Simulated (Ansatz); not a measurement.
[SiH3···H···N], quartet: transfer scan

Starting geometry:

```xyz
6

Si   -0.8725    0.0000    0.0000
H    -1.3673    1.3997    0.0000
H    -1.3673   -0.6999    1.2122
H    -1.3673   -0.6999   -1.2122
H     0.6122    0.0000    0.0000
N     2.0005    0.0000    0.0000
```

From there H5 is moved from one fragment to the other while all else, the fragments' distance too, stays fixed; atoms are numbered as listed. Energies are in eV, counted from the starting geometry at the same level. Kohn–Sham curves are unrestricted where that lies lower.

Basis cc-pVDZ; Ansatz 0.2.0. Only valence electrons are correlated (noble-gas cores frozen). Prefix R: restricted or restricted open-shell reference; prefix U: unrestricted.

In so small a basis the reference is far from its limit while semilocal and hybrid functionals are nearer theirs (RPA and double hybrids share much of the reference's basis error), so the functionals' errors here hold much of the reference's basis and frozen-core error, which can add to them or hide them.

Full CI isn't at hand for all of this; UCCSDT(Q) serves as the reference, and is uncertain by about the last step of the cluster series.

```
distance Si1-H5 (Å)  UCCSDT(Q)     PBE  r2SCAN    PBE0   B3LYP  BHLYP  wB97M-V  B2PLYP  PBE-QIDH  RPA-PBE
              1.381      0.021   0.196   0.143   0.135   0.119  0.047    0.075   0.070     0.052    0.057
              1.485      0.000   0.000   0.000   0.000   0.000  0.000    0.000   0.000     0.000    0.000
              1.534      0.035  -0.046  -0.020  -0.019  -0.013  0.021    0.006   0.009     0.019    0.013
              1.584      0.078  -0.076  -0.026  -0.028  -0.014  0.048    0.019   0.027     0.045    0.033
              1.634      0.115  -0.095  -0.025  -0.033  -0.012  0.071    0.029   0.041     0.064    0.051
              1.684      0.143  -0.104  -0.020  -0.037  -0.010  0.082    0.033   0.050     0.073    0.065
              1.733      0.164  -0.098  -0.008  -0.036  -0.002  0.087    0.038   0.056     0.075    0.081
              1.783      0.193  -0.065   0.024  -0.017   0.023  0.097    0.056   0.075     0.085    0.111
              1.833      0.254   0.014   0.095   0.042   0.087  0.138    0.113   0.130     0.128    0.179
```

Problem. Judged by the spread of the error over the points with a reference (largest less smallest), which of these follows UCCSDT(Q) best and which worst?

Solution. Subtracting the UCCSDT(Q) column from each: best RPA-PBE (errors from -0.083 to 0.036, spread 0.119 eV), worst PBE (from -0.262 to 0.175, spread 0.437 eV). Functionals and wave-function methods converge differently with the basis, so part of this is basis effect.
